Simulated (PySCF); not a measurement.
Ionisation energy of Ar by level of theory

Ar [Ar] (1S) → Ar⁺ [Ne] 3s2 3p5 (2P), as a difference of total energies. All numbers are calculated (PySCF 2.14, the non-relativistic Hamiltonian (point nucleus), in aug-cc-pV(D+d)Z (5s4p3d, 32 functions)). Correlated levels: valence: [Ne] frozen. The calculations carry no spin-orbit coupling.

| method | ionisation energy (eV) |
| --- | --- |
| UHF | 14.674 |
| r2SCAN | 15.877 |
| PBE | 15.776 |
| MP2 (valence) | 15.664 |
| SCS-MP2 (valence) | 15.562 |
| CCSD (valence) | 15.492 |
| CCSD(T) (valence) | 15.517 |

How much does correlation contribute at CCSD(T) (valence)?

15.517 − (14.674) = 0.843 eV, measured against UHF.

Errors of the correlated levels include the incompleteness of this basis and the frozen core.

For comparison: 15.819 eV (measured; NIST levels, between the centres of gravity of the two terms).
